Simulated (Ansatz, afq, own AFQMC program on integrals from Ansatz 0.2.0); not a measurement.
AFQMC on a folder of integrals that Ansatz 0.2.0 wrote.

```yaml
crystal:
  periodic: [false, false, false]
  atoms:
    - {symbol: As, position_ang: [0.000000, 0.000000, 0.000000]}
basis:
  gaussian: {orbitals: aug-cc-pVDZ}
magnetization: {spin_polarized: true, initial_magnetization: 3}
correlation: {method: ccsd_t, electrons: outside_noble_gas, hamiltonian_folder: ham}
```

```sh
$ ansatz run in.yaml --threads 1 --pin off --events-out ev --progress --plain --max-ram 24576MiB --backend cuda --devices 0, --max-vram 18GiB
```

Options of the walk:

```
--method phaseless --trial cisd --walkers 4000 --populations 20 --least-time 60 --time-step 0.005 --steps-per-block 50 --equilibration-blocks 28 --max-blocks 4000 --target-error 8e-05 --factor-cut 1e-05 --start spin_pure --seed 5506 --release-times 0.24,0.5,1,1.5 --release-step 0.02 --release-every 3 --taylor-order 6
```

Times are imaginary, in 1/Eh. The walk had a cap of 122 s. With eight or more populations the least sampling time is a fifth of least-time, and the error comes from their spread. Filled inner d shells are frozen with the cores.

afq prints:

```
orbitals 22  electrons 4 1  factors 127 of 239
reference energy -2234.16833098 Eh
CCSD correlation -0.07233260 Eh in 8 cycles, weight of the determinant in the CISD state 0.9478
energy of the start -2234.240666 Eh
 block  time / (1/Eh)  mean weight  energy / Eh
     1     0.250  0.9998  -2234.240599
     2     0.500  1.0001  -2234.240771
     3     0.750  1.0001  -2234.241003
     4     1.000  1.0000  -2234.241255
     5     1.250  1.0001  -2234.241407
    10     2.500  1.0000  -2234.242004
    15     3.750  1.0001  -2234.242099
    20     5.000  0.9999  -2234.242025
    25     6.250  0.9999  -2234.242177
    30     7.500  1.0000  -2234.242113
    35     8.750  0.9999  -2234.242179
    39     9.750  1.0001  -2234.242304
    40    10.000  1.0000  -2234.242259
    45    11.250  1.0001  -2234.242039
    46    11.500  1.0000  -2234.241977
    50    12.500  0.9998  -2234.242150
    55    13.750  0.9999  -2234.242140
    60    15.000  0.9999  -2234.242264
    65    16.250  1.0001  -2234.242187
    70    17.500  1.0000  -2234.242058
    75    18.750  0.9999  -2234.242085
    78    19.500  1.0000  -2234.242146
error from the spread of 20 populations
released: time / (1/Eh)  energy / Eh  error  mean overlap
  0.24  -2234.242139  0.000020  1.0018
  0.50  -2234.242143  0.000015  1.0023
  1.00  -2234.242170  0.000011  1.0025
  1.50  -2234.242180  0.000011  1.0022
energy -2234.242149 +/- 0.000021 Eh
(rows thinned)
```

The run passed its tests (sampling time, drift between the halves within three errors, error under three times the target), which doesn't prove that it has relaxed.

Against this walk (error 0.6 meV) on the same determinant: CCSD(T) 9.0 meV higher, CCSDT(Q) 0.7 meV lower (within the noise), CCSDTQ 1.3 meV lower, full CI 1.3 meV lower. The error is statistical and leaves out the bias of the constraint. Released to 1.50 1/Eh the energy moves by -0.9 ± 0.6 meV (both errors), within twice the noise.

Cautions: constraint bias not in the error; no relativity below Rb; no spin-orbit coupling; inner d shell frozen.

The walk took 19 s on 1 × NVIDIA H100 80GB HBM3 with 2 threads of AMD EPYC 7R13 Processor (Zen 3), with other jobs on the host (the card was shared). The log's last line is the phaseless energy.

CCSDT and higher add their correlation energy to the determinant of the CCSD(T) run, since their own runs factorise the integrals more tightly (a shift of under 2 meV). A walk keeps the symmetry of its determinant, which the program's search chose and which needn't be the lowest solution, so a lower state of the same spin and another symmetry isn't excluded.
